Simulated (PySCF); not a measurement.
methanol (CH4O), SMILES CO. Geometry: B3LYP-D3(BJ)/def2-TZVP.

TDA-PBE/def2-TZVPD in PySCF puts the lowest singlet excitations at 5.92, 6.75, 7.60, 7.68, 7.69, 8.39 eV.

Task: What are the lowest excitation roots from ADC(2)/aug-cc-pVDZ (PySCF)? (Estimate from the structure and the level; the computed values follow.)

Result: 6.23, 7.31, 7.82, 7.99, 8.30, 8.70 eV. S1 differs by 0.31 eV (second minus first; roots are paired by order, and the bases may differ).
